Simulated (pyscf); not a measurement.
# Addition across a multiple bond or ene-type step: HB=NH + HF → H₂N–BH–F

Gas phase, singlet surface, charge 0. Bonds broken: F5–H6. Bonds formed: B1–F5, N2–H6. PySCF, gas phase, ωB97X-D3(BJ)/def2-SVP geometries. MP2 and CC: frozen core, UHF for open shells. ΔMP2 is the change of the MP2 total energy from the triple- to the quadruple-zeta basis.

Transition state (Å):

```xyz
6

B     -0.7900    -0.6171     0.0782
N     -1.8081     0.1363     0.3815
H     -0.0511    -1.5500     0.0281
H     -2.6375     0.0318     0.9445
F     -0.0490     0.6838    -0.9577
H     -0.9304     1.0013    -0.5475
```

One imaginary mode, 493i cm⁻¹; descent along it reached the two sides named, in the forms told below.

| bond | change | reactant side (Å) | saddle | product side |
|---|---|---|---|---|
| F5–H6 | breaks | 0.934 | 1.023 | 2.6 |
| B1–F5 | forms | 2.9 | 1.821 | 1.343 |
| N2–H6 | forms | 1.964 | 1.543 | 1.013 |

Electronic energies relative to the separated reactants (kJ/mol):

```json
[
 {"level": "ωB97X-D3(BJ)/def2-TZVP", "barrier": "28.3", "reaction energy": "-291.4", "reverse barrier": "319.7"},
 {"level": "PBE/def2-TZVP", "barrier": "11.7", "reaction energy": "-281.2", "reverse barrier": "292.9"},
 {"level": "r²SCAN/def2-TZVP", "barrier": "15.1", "reaction energy": "-295.0", "reverse barrier": "310.1"},
 {"level": "B3LYP-D3(BJ)/def2-TZVP", "barrier": "29.9", "reaction energy": "-282.8", "reverse barrier": "312.7"},
 {"level": "PBE0-D3(BJ)/def2-TZVP", "barrier": "19.2", "reaction energy": "-295.7", "reverse barrier": "314.9"},
 {"level": "M06-2X/def2-TZVP", "barrier": "29.8", "reaction energy": "-290.5", "reverse barrier": "320.3"},
 {"level": "ωB97M-D3(BJ)/def2-TZVP", "barrier": "27.8", "reaction energy": "-283.3", "reverse barrier": "311.0"},
 {"level": "HF/def2-TZVP", "barrier": "73.2", "reaction energy": "-297.7", "reverse barrier": "370.9"},
 {"level": "MP2/def2-QZVPP", "barrier": "42.6", "reaction energy": "-267.1", "reverse barrier": "309.8"},
 {"level": "CCSD/def2-TZVPP", "barrier": "48.3", "reaction energy": "-277.3", "reverse barrier": "325.6"},
 {"level": "CCSD(T)/def2-TZVPP", "barrier": "42.2", "reaction energy": "-272.5", "reverse barrier": "314.7"},
 {"level": "CCSD(T)/def2-TZVPP + ΔMP2(QZVPP)", "barrier": "43.4", "reaction energy": "-270.4", "reverse barrier": "313.8"}
]
```

With CCSD(T)/def2-TZVPP + ΔMP2(QZVPP) energies and thermal terms (ideal gas, 1 atm, RRHO with modes under 100 cm⁻¹ raised to 100, one conformer, R ln 2 for rigid chiral ones), in kJ/mol:

```tsv
T (K)	ΔH‡	ΔG‡	ΔH	ΔG
298	40.1	76.7	-257.5	-220.5
600	36.6	115.5	-260.8	-181.3
900	35.6	155.2	-261.1	-141.4
1200	35.7	195.1	-259.9	-101.7
```

On the reactant side the descent ends in a complex, 24.4 kJ/mol under the separated species and 52.7 kJ/mol under the saddle at ωB97X-D3(BJ)/def2-TZVP. This is the saddle that the search found; another between the same sides may lie lower. The CCSD(T) − MP2 part came from Ansatz, without density fitting, on the same reference.
